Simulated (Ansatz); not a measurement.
Task: vertical spin-state energies of AlBH4O, SMILES O[BH][AlH2], with Ansatz 0.2.0 through its Python package. Give the script and its output. Use (for the species named): B3LYP, def2-SVPD basis, multiplicity 1, D4 dispersion.

```xyz
7

O    -1.6515    0.2651   -0.6549
B    -0.2535    0.1948   -0.7919
Al    0.8886    0.0006    0.8852
H    -1.9537   -0.6129   -0.7142
H     0.2585    0.2231   -1.8755
H     0.2378   -0.0237    2.3405
H     2.5350   -0.1150    0.7651
```

Script `albh4o.py`:
```python
"""Gap between spin states of AlBH4O at one geometry."""

import warnings

import ansatz as az

SETTINGS = {
    "basis_set": "def2-SVPD",
    "xc": "B3LYP",
    "dispersion": "d4",
}

warnings.simplefilter("ignore", az.DeckWarning)

geometry = (
    az.Crystal.molecule()
    .atom("O", (-1.6515, 0.2651, -0.6549))
    .atom("B", (-0.2535, 0.1948, -0.7919))
    .atom("Al", (0.8886, 0.0006, 0.8852))
    .atom("H", (-1.9537, -0.6129, -0.7142))
    .atom("H", (0.2585, 0.2231, -1.8755))
    .atom("H", (0.2378, -0.0237, 2.3405))
    .atom("H", (2.535, -0.115, 0.7651))
)

calc = (
    geometry.calculation()
    .basis(gaussian=SETTINGS["basis_set"])
    .functional(SETTINGS["xc"], dispersion=SETTINGS["dispersion"])
)
found = {}
for unpaired in [0, 2, 4]:
    r = calc.spin("collinear", total=unpaired).run(threads=1, backend="cpu").report
    s = unpaired / 2
    found[unpaired] = r["free_energy_ev"]
    print(f"2S+1 = {unpaired + 1}: E = {found[unpaired]:.5f} eV, <S^2> = {abs(r['mean_field']['state']['spin_squared']):.3f} (pure state {s * (s + 1):.2f})")
lowest = min(found, key=found.get)
for unpaired, e in found.items():
    print(f"multiplicity {unpaired + 1}: {23.060548 * (e - found[lowest]):.1f} kcal/mol above the lowest")
```

```console
$ python albh4o.py
2S+1 = 1: E = -9381.36079 eV, <S^2> = 0.000 (pure state 0.00)
2S+1 = 3: E = -9379.75297 eV, <S^2> = 2.003 (pure state 2.00)
2S+1 = 5: E = -9373.73909 eV, <S^2> = 6.012 (pure state 6.00)
multiplicity 1: 0.0 kcal/mol above the lowest
multiplicity 3: 37.1 kcal/mol above the lowest
multiplicity 5: 175.8 kcal/mol above the lowest
```

In order: multiplicity 1 (+0.00 eV), multiplicity 3 (+1.61 eV) and multiplicity 5 (+7.62 eV), all at the one geometry.

Notes:
- Total energies depend on the basis set; only differences at equal settings carry meaning.
- The geometry is a force-field or estimated start, not a minimum of this method, and the basis set is short of its limit. All parts are taken at fixed geometry, without zero-point energy.
- b3lyp holds the VWN-RPA fit, as in Gaussian; the form of ORCA and Turbomole is b3lyp5.
- It ran for 17 s on 1 thread of Arm Neoverse V1 (shared host), peak memory 0.26 GiB.
